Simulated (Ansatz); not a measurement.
A made-up structure of BSiH2O, doublet:

B1  (-0.546, -0.620, -0.320)
O2  (-0.656, 0.150, 0.754)
Si3  (0.507, 1.004, -0.298)
H4  (-0.992, 0.162, 1.664)
H5  (1.750, 1.099, 0.542)
(Å)

It is relaxed with PBE-D4/def2-SVP and then PBE0-D4/def2-TZVP (Ansatz 0.2.0). Atoms count as bonded within 1.22 times the sum of their covalent radii (H–H: 0.88 Å). The end point is not checked to be a true minimum.

(1) Does its bonding change? (Judge from chemistry; the calculation decides.)

Results:

(1) Computed: Yes. Formed: none; broken: O2–Si3.

Where it ends: The first stage lowers the energy by 2.97 eV in 17 steps. It ends as BSiH₂O ([OH][B][SiH]):
```tsv
atom	x (Å)	y (Å)	z (Å)
B1	-0.2819	0.4443	0.3500
O2	-1.2042	0.1920	1.2389
Si3	0.9877	0.8807	-1.0115
H4	-1.3369	-0.7114	1.5443
H5	1.8987	0.9885	0.2208
```

Labels in which every atom is bracketed show which atoms are joined, not bond orders.

For scale, one of the runs: PBE0-D4/def2-TZVP relaxation, 111 basis functions, launched by `ansatz run in.yaml --threads 2 --pin off --events-out ev --progress --plain --max-ram 4352MiB`. Hardware: 2 CPU threads of an Intel Xeon Platinum 8259CL, shared host. Wall time about 17 s.
